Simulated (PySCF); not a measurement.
Atoms are numbered as in `[CH:1]#[C:2][CH2:3][C+:4]([CH3:5])[CH3:6]`. Hydrogens are named by the atom that carries them.

Geometry: GFN2-xTB; GIAO absolute shieldings from PySCF, gas phase, non-relativistic, averaged over equivalent atoms.

At BHandHLYP/6-31G (72 basis functions, 8.2 s wall time on 1 thread of an Arm Neoverse N1, shared host):
| atoms | σ (ppm) |
| --- | --- |
| C4 | -136.5 |
| C1 | 110.9 |
| C2 | 133.7 |
| C3 | 151.9 |
| C5/C6 | 155.1 |
| H(C3) | 28.03 |
| H(C5)/H(C6) | 28.77 |
| H(C1) | 29.73 |

Estimate the result of repeating the calculation with X3LYP/pcSseg-1.

## Answers


```tsv
atoms	σ at X3LYP/pcSseg-1	change
C4	-172.4	-35.9
C1	78.6	-32.3
C2	104.9	-28.8
C3	127.8	-24.1
C5/C6	130.6	-24.5
H(C3)	26.60	-1.43
H(C5)/H(C6)	27.56	-1.21
H(C1)	28.30	-1.43
```

The largest change is at C4 (carbocation centre). Cost: 147 basis functions, 22 s wall time on 1 thread of an Arm Neoverse N1, shared host. The order of the carbon signals is the same at both levels.
